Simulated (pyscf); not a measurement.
Single points on ωB97X-D3(BJ)/def2-SVP structures (PySCF, gas phase). MP2 and CC: frozen core, UHF for open shells. ΔMP2 is the change of the MP2 total energy from the triple- to the quadruple-zeta basis.

**Question.** For the elementary gas-phase step `[OH2]` + `[OH][AsH]` [doublet] -> `[OH][AsH][OH]` + `[H]` [doublet] (doublet surface; H–O broken, As–O formed), what barrier and reaction energy does CCSD(T)/def2-TZVPP + ΔMP2(QZVPP) give, measured from the separated reactants?

**Answer.** ΔE‡ = 206.9 kJ/mol, ΔE = +149.3 kJ/mol. Zero-point energy shifts the barrier by -12.5 kJ/mol. It is a substitution at O, with an imaginary mode of 1622i cm⁻¹. On the reactant side the descent ends in a complex, 28.3 kJ/mol under the separated species and 224.6 kJ/mol under the saddle at ωB97X-D3(BJ)/def2-TZVP. At ωB97X-D3(BJ) the barrier from the zero used here is 196.3 kJ/mol. This is the saddle that the search found; another between the same sides may lie lower. The angle at the attacked O is 151°. The CCSD(T) − MP2 part came from Ansatz, without density fitting, on the same reference. The frozen core leaves the outer d or s,p core shells of the metals and heavy elements correlated in the MP2 and CC values, and def2-TZVPP describes them poorly, which can shift differences by a few kcal/mol. Elements up to Kr have no core potential and no relativistic terms here.
